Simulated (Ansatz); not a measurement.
Reaction: C2H4 (ethene, SMILES C=C) → C2H4+ (parent SMILES C=C, doublet) + e-
Each species at its own B3LYP-D3(BJ)/def2-TZVP minimum (Ansatz, a program for electronic structure).

Property: adiabatic ionisation energy (electronic), in eV. Open shells are spin-unrestricted; no spin-orbit coupling. CBS(X,Y): correlation extrapolated as X^-3, Hartree-Fock from the larger set (Q,5: extrapolated as (X+1)exp(-9√X)). A bracket is a step between two methods taken in the basis named. Functionals run without relativity, which enters their misses. Double hybrids freeze cores in their MP2 part. '+ core + X2C': CCSD(T) terms for core correlation (cc-pwCVTZ) and scalar relativity (cc-pVTZ-DK).

CCSD(T)/CBS(cc-pVQZ,cc-pV5Z) + [CCSDT(Q) - CCSD(T)]/cc-pVTZ + core + X2C (Ansatz) gives 10.58 eV.

How far off this value is PBE/def2-TZVPD (Ansatz), in which direction, and which of these levels come nearer: r2SCAN/def2-TZVPD, PBE0/def2-TZVPD, wB97M-V/def2-TZVPD, B2PLYP/def2-TZVPD, CCSD(T)/CBS(cc-pVQZ,cc-pV5Z) + core + X2C?

PBE gives 10.34 eV, 0.24 eV below it. Differences of the others: r2SCAN/def2-TZVPD (Ansatz) -0.36; PBE0/def2-TZVPD (Ansatz) -0.31; wB97M-V/def2-TZVPD (Ansatz) -0.28; B2PLYP/def2-TZVPD (Ansatz) -0.24; CCSD(T)/CBS(cc-pVQZ,cc-pV5Z) + core + X2C (Ansatz) 0.00 eV. Nearer than PBE: CCSD(T)/CBS(cc-pVQZ,cc-pV5Z) + core + X2C.
